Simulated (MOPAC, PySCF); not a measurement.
C3H3N, SMILES `C=CC#N`, neutral singlet in the gas phase. 

Cartesian coordinates (Å):
SMILES: C=CC#N
```xyz
7

C     -0.9727     0.3883     0.0269
C      0.0366    -0.4620     0.1341
C      1.3840    -0.1016    -0.1744
N      2.4705     0.1697    -0.4173
H     -0.8238     1.4072    -0.3028
H     -1.9798     0.0801     0.2691
H     -0.1146    -1.4817     0.4644
```
Charge 0, multiplicity 1.

All levels are single points at this geometry (CAM-B3LYP-D3(BJ)/def2-TZVP); Pople sets use spherical d functions. Orbital energies aren't observables, and empty levels follow the basis.

BP86/6-31G* in PySCF gives dipole (D) = 3.75.

Q: Estimate the dipole (D) from each of these levels: CAM-B3LYP-D3(BJ)/def2-TZVP in PySCF; PBE-D3(BJ)/def2-TZVP in PySCF; HF/3-21G in PySCF; PM3 in MOPAC; PM6 in MOPAC.

A: 
| level | dipole (D) |
|---|---|
| CAM-B3LYP-D3(BJ)/def2-TZVP in PySCF | 4.06 |
| PBE-D3(BJ)/def2-TZVP in PySCF | 3.87 |
| HF/3-21G in PySCF | 4.05 |
| PM3 in MOPAC | 3.21 |
| PM6 in MOPAC | 3.58 |
